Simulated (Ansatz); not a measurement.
These are frozen-core CCSD(T)/def2-TZVPP // B3LYP-D3(BJ)/def2-TZVP (Ansatz, a program for electronic structure) values and carry that method's errors.

Ansatz 0.2 input:
```yaml
crystal:
  periodic: [false, false, false]
  atoms:
    - { symbol: C, position_ang: [-0.44186, 0.020065, 0.114153] }
    - { symbol: O, position_ang: [0.782168, -0.558014, -0.055926] }
    - { symbol: H, position_ang: [-1.267246, -0.65621, -0.043279] }
    - { symbol: H, position_ang: [-0.546354, 1.086228, -0.040141] }
    - { symbol: H, position_ang: [1.473291, 0.107931, 0.025192] }
basis:
  gaussian: { orbitals: def2-TZVPP }
correlation:
  method: ccsd_t
magnetization:
  spin_polarized: true
  initial_magnetization: 1
```

Output:

```
Functional definition: HF
629 factors; integrals over basis functions are off by at most 1.1e-3 eV
mean field evaluation 1: about -3113.3086 eV, gradient 1.8e1 eV
mean field evaluation 2: about -3113.3108 eV, gradient 1.8e1 eV
mean field evaluation 4: about -3114.7787 eV, gradient 2.6e0 eV
mean field evaluation 8: about -3114.8378 eV, gradient 2.0e-1 eV
mean field evaluation 16: about -3114.8222 eV, gradient 8.0e-1 eV
mean field -3114.83869757 eV, -114.4682108220 hartree, gradient 3.2e-6 eV, S^2 0.762180; 0 other end points of the search recorded, 0 dependent functions left out
2 core orbitals not correlated
reference -3114.83869757 eV, -114.4682108220 hartree; 7, 6 occupied and 95, 96 virtual orbitals, 629 factors
second order -10.65768818 eV of doubles, -0.00000000 eV of singles
cycle   1  -10.84522039 eV  change   -1.9e-1 eV  update   6.7e-2
cycle   2  -11.10530296 eV  change   -2.6e-1 eV  update   2.1e-2
cycle   3  -11.17044156 eV  change   -6.5e-2 eV  update   1.4e-2
cycle   4  -11.16459625 eV  change    5.8e-3 eV  update   5.3e-3
cycle   5  -11.16610109 eV  change   -1.5e-3 eV  update   2.5e-3
cycle   6  -11.16627997 eV  change   -1.8e-4 eV  update   7.1e-4
cycle   7  -11.16614253 eV  change    1.4e-4 eV  update   2.2e-4
cycle   8  -11.16618449 eV  change   -4.2e-5 eV  update   1.1e-4
cycle   9  -11.16616495 eV  change    2.0e-5 eV  update   3.4e-5
cycle  10  -11.16615553 eV  change    9.4e-6 eV  update   1.4e-5
perturbative correction -0.38014301 eV, -0.0139699979 hartree
Total energy: -3126.38499610 eV, -114.8925294669 hartree
```

Cost: around 11 core-seconds (rough).
